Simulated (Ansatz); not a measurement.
Cost and result for the atomization energy of C3H3ClO, SMILES `C=C=C(O)Cl` (8 atoms, 7 bonds).

Charge 0, multiplicity 1. The geometry is a stationary point of PBE0-D4/def2-TZVP. It is one conformer, not always the lowest. Program: Ansatz. All runs use 2 threads of an Arm Neoverse V1 on a shared host. Times are those of one run each, without the atoms' runs, and a repeat can differ threefold. Electronic energies, without spin–orbit coupling; frozen cores. CCSD(T)/CBS adds CCSD(T) − MP2 in def2-TZVPP to the MP2 limit, and its time is that of the two runs behind it. T1 = 0.012; the RHF reference is unstable towards UHF. HSE06 is the plane-wave form, built on full-range PBE exchange.

CCSD(T)/CBS is a level of theory with its own doubt, some kJ/mol a heavy atom from the limit and from the frozen cores, so smaller differences don't rank the functionals.

| level | functions | wall time |
| --- | --- | --- |
| LDA (SPW92)/def2-TZVPP | 208 | 1.4 s |
| BLYP-D4/def2-TZVPP | 208 | 2.4 s |
| revPBE-D4/def2-TZVPP | 208 | 2.6 s |
| BHLYP-D4/def2-TZVPP | 208 | 3.5 s |
| HSE06-D4/def2-TZVPP | 208 | 3.6 s |
| CAM-B3LYP-D4/def2-TZVPP | 208 | 3.9 s |
| CCSD(T)/def2-SVP | 89 | 4.4 s |
| PBE-QIDH/def2-TZVPP | 208 | 6.5 s |
| ωB97X-V/def2-TZVPP | 208 | 9 s |
| ωB97M-V/def2-TZVPP (with forces) | 208 | 13 s |
| MP2/def2-QZVPP | 388 | 24 s |
| CCSD(T)/def2-TZVPP | 208 | 110 s |
| CCSD(T)/CBS(def2) | – | 2.2 min |

Question: What atomization energy does each give, and how far from CCSD(T)/CBS? (An estimate is asked.)

Answer: The calculation gave: 
```
                           level  atomization (kcal/mol)  difference from CCSD(T)/CBS  per bond
          LDA (SPW92)/def2-TZVPP                   927.3                        149.9      21.4
              BLYP-D4/def2-TZVPP                   787.4                         10.0       1.4
            revPBE-D4/def2-TZVPP                   791.7                         14.3       2.0
             BHLYP-D4/def2-TZVPP                   742.0                        -35.4      -5.1
             HSE06-D4/def2-TZVPP                   791.7                         14.3       2.0
         CAM-B3LYP-D4/def2-TZVPP                   780.7                          3.3       0.5
                CCSD(T)/def2-SVP                   737.1                        -40.3      -5.8
             PBE-QIDH/def2-TZVPP                   777.0                         -0.4      -0.1
              ωB97X-V/def2-TZVPP                   778.3                          0.9       0.1
ωB97M-V/def2-TZVPP (with forces)                   782.8                          5.4       0.8
                  MP2/def2-QZVPP                   793.6                         16.2       2.3
              CCSD(T)/def2-TZVPP                   754.7                        -22.7      -3.2
               CCSD(T)/CBS(def2)                   777.4                          0.0       0.0
```

From r2SCAN to r2SCAN0 (25 % exact exchange), in def2-TZVPP and without D4, the atomization energy moves by −21.2 kcal/mol: exact exchange takes away binding that semilocal exchange gives to molecules. The D4 term adds +6.0 kcal/mol with B3LYP and +3.1 kcal/mol with PBE0; it sums over pairs of atoms, weighted by their polarisabilities, and B3LYP, whose exchange is more repulsive, gets the larger term. In def2-TZVPP, CCSD(T) changes the Hartree–Fock value by +221.7 kcal/mol (the triples alone add +18.3 kcal/mol) and MP2 by +247.3 kcal/mol; breaking electron pairs costs correlation energy, which Hartree–Fock lacks.

B3LYP here is the variant with VWN-RPA as its local correlation; programs differ in this.
